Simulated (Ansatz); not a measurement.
Input file:

```yaml
crystal:
  periodic: [false, false, false]
  atoms:
    - {symbol: Al, position_ang: [0.000000, 0.000000, 0.000000]}
    - {symbol: C, position_ang: [0.000000, 0.000000, 1.966767]}
basis:
  gaussian: {orbitals: cc-pVTZ}
magnetization: {spin_polarized: true, initial_magnetization: 3}
correlation: {method: ccsd_t, electrons: outside_noble_gas}
output: {forces: true}
```

```sh
$ ansatz run in.yaml --threads 1 --pin off --events-out ev --progress --plain --max-ram 2393MiB
```

(1) Roughly how long does this take on 1 thread of Arm Neoverse V1, shared host, and how much host memory?

```
399 factors; integrals over basis functions are off by at most 1.5e-3 eV
mean field evaluation 1: about -7608.6170 eV, gradient 1.1e1 eV
mean field evaluation 2: about -7608.6826 eV, gradient 1.1e1 eV
mean field evaluation 4: about -7609.8963 eV, gradient 2.0e0 eV
mean field evaluation 8: about -7610.0968 eV, gradient 3.3e-1 eV
mean field evaluation 16: about -7610.1024 eV, gradient 4.8e-6 eV
mean field evaluation 32: about -7610.1014 eV, gradient 6.1e-2 eV
mean field evaluation 64: about -7609.8309 eV, gradient 3.6e0 eV
mean field evaluation 96: about -7607.0986 eV, gradient 7.1e-1 eV
mean field evaluation 128: about -7605.7632 eV, gradient 5.0e0 eV
mean field evaluation 160: about -7606.8362 eV, gradient 2.0e-3 eV
...
cycle   8  -4.33470138 eV  change   -7.8e-5 eV  update   9.6e-5
cycle   9  -4.33469366 eV  change    7.7e-6 eV  update   3.7e-5
cycle  10  -4.33470869 eV  change   -1.5e-5 eV  update   1.3e-5
cycle  11  -4.33470875 eV  change   -6.3e-8 eV  update   6.2e-6
cycle  12  -4.33471108 eV  change   -2.3e-6 eV  update   3.0e-6
cycle  13  -4.33471050 eV  change    5.9e-7 eV  update   1.3e-6
cycle  14  -4.33471063 eV  change   -1.4e-7 eV  update   5.3e-7
cycle  15  -4.33471053 eV  change    1.0e-7 eV  update   2.2e-7
cycle  16  -4.33471055 eV  change   -1.7e-8 eV  update   9.6e-8
perturbative correction -0.19159310 eV, -0.0070409167 hartree
the calculation of the forces begins
mean field evaluation 320: about -7610.0322 eV, gradient 6.3e-1 eV
Total energy: -7614.62865813 eV, -279.8324418056 hartree
Atom 0 at     0.000000     0.000000     0.000000 Å, force    -0.000000     0.000000    -0.140475 eV/Å
Atom 1 at     0.000000     0.000000     1.966767 Å, force     0.000000    -0.000000     0.140475 eV/Å
Dipole moment:     0.000000     0.000000    -0.336674 e Å
```

Forces (eV/Å):
```
Al   0.000  0.000 -0.140
C    0.000  0.000  0.140
```

For the same geometry and basis UCCSDT(Q) lies 56.5 meV lower.

## Answers

(1) 7.5 s wall and 0.24 GiB.
